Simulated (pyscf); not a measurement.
Cl–Ge:–Cl [singlet] + NH₃ → H₂N–GeH(Cl)–Cl, an insertion (singlet surface; H–N broken, Ge–N, Ge–H formed). Optimised with ωB97X-D3(BJ)/def2-SVP in PySCF. Correlated levels are frozen-core, on RHF or UHF. ΔMP2 is the change of the MP2 total energy from the triple- to the quadruple-zeta basis. Energies in eV from the separated reactants.

Small-basis levels: PySCF, no dispersion term, spherical d functions. AM1 to PM7: differences of heats of formation from MOPAC. Cost: rough CPU time at the saddle relative to B3LYP/6-31G*+LANL2DZ, from one job on a shared machine.

```
level                             barrier  reaction energy        cost
--------------------------------  -------  ---------------  ----------
HF/3-21G                             1.81            -1.31         0.1
BP86/6-31G*+LANL2DZ                  1.50            -0.50           1
B3LYP/STO-3G                         0.44            -2.40         0.8
B3LYP/3-21G                          0.87            -1.27         0.9
B3LYP/LANL2DZ                        1.46            -0.68         0.7
B3LYP/6-31G*+LANL2DZ                 1.78            -0.55           1
M06-2X/6-31G*+LANL2DZ                1.66            -0.91           2
B3LYP/6-311+G**+LANL2DZ              1.87            -0.40           1
PBE/def2-SVP                         1.42            -0.52           2
AM1                                  0.51            -1.29  under 0.02
PM3                                 -0.43            -2.41  under 0.02
PM7                                  1.31            -0.20  under 0.02
CCSD(T)/def2-TZVPP + ΔMP2(QZVPP)     1.78            -0.71           –
```

Against the last row the barrier runs from -2.21 (PM3) to +0.09 eV (B3LYP/6-311+G**+LANL2DZ). At PM3 this geometry lies under one side, so the entry may be no barrier of that level: it is a single point on another level's saddle. CCSD(T)/def2-TZVPP + ΔMP2(QZVPP) has limits of its own. On the reactant side the descent ends in an adduct with a Ge–N contact, 1.04 eV under the separated species and 2.85 eV under the saddle at ωB97X-D3(BJ)/def2-TZVP. What is counted as formed (Ge–N) is already present as a longer contact in the reactant adduct; forming that adduct is a step of its own. One saddle was located; it need not be the lowest between these sides. The CCSD(T) − MP2 part came from Ansatz, without density fitting, on the same reference. The frozen core leaves the outer d or s,p core shells of the metals and heavy elements correlated in the MP2 and CC values, and def2-TZVPP describes them poorly, which can shift differences by a few kcal/mol. In the def2 sets elements up to Kr have no core potential.
